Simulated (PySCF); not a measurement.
Molecule: SMILES CCS(=O)(=O)O, C$_{2}$H$_{6}$O$_{3}$S.

Numbering as in the mapped SMILES `[CH3:1][CH2:2][S:3](=[O:4])(=[O:5])[OH:6]`; H(Xn) means a hydrogen on atom n.

Geometry PBE0-D3(BJ)/def2-SVP throughout; GIAO in PySCF 2.14, gas phase, one conformer, non-relativistic; equivalent atoms averaged; basis pcSseg-1.

Q: How do the shifts δ (against TMS, CS2, H2O at the same level) depend on the functional? (ppm; last column core-seconds on shared hosts with different chips, so compare them loosely)

A: 
```csv
functional,kind,C2,C1,S3,O4/O5,O6,H(O6),H(C2),H(C1),core-s
HF,Hartree–Fock,47.6,8.7,327.4,194.0,172.8,4.49,2.63,1.56,5.1
LDA,LDA,59.1,8.4,343.1,275.5,232.8,4.29,2.98,1.36,14
PBE,GGA,56.4,10.2,329.3,257.6,218.4,4.08,2.89,1.37,17
BLYP,GGA,58.1,10.9,340.7,258.5,220.3,4.03,2.89,1.40,18
BP86,GGA,56.8,10.5,333.7,256.2,217.1,4.12,2.90,1.39,18
OPBE,GGA,52.7,10.6,306.6,243.2,205.4,4.15,2.87,1.37,18
KT2,GGA,54.6,10.7,322.6,250.7,211.4,4.06,2.86,1.38,16
KT3,GGA,53.4,11.4,312.5,241.7,204.6,4.03,2.84,1.39,16
B97-D,GGA,55.9,11.2,333.3,246.5,210.1,4.16,2.91,1.43,16
B3LYP,global hybrid,56.2,10.2,341.9,247.2,211.6,4.15,2.82,1.44,11
PBE0,global hybrid,54.1,9.6,331.6,242.8,207.0,4.20,2.80,1.42,9.4
mPW1PW91,global hybrid,54.3,9.8,332.9,242.1,206.7,4.21,2.80,1.43,11
WP04,global hybrid,57.5,12.3,330.3,235.9,199.5,4.44,2.86,1.49,20
B97-2,global hybrid,53.7,10.4,331.0,237.3,201.6,4.15,2.80,1.44,20
BHandHLYP,global hybrid,53.3,9.5,339.2,229.3,197.1,4.24,2.73,1.49,19
CAM-B3LYP,range-separated hybrid,55.7,9.4,343.4,244.4,208.8,4.17,2.77,1.45,26
wB97X-D,range-separated hybrid,54.6,10.0,335.6,238.5,203.0,4.21,2.75,1.44,25
LC-wPBE,range-separated hybrid,53.4,9.0,329.7,233.7,199.6,4.22,2.70,1.43,34
```

Q: Which nucleus moves most, in ppm?

A: O4/O5 (S=O oxygen): from 194.0 ppm with HF to 275.5 ppm with LDA. The smallest spread is 0.20 ppm, at H(C1). Proton shifts span only some 12 ppm, so a few tenths of a ppm matter as much there as several ppm in carbon.
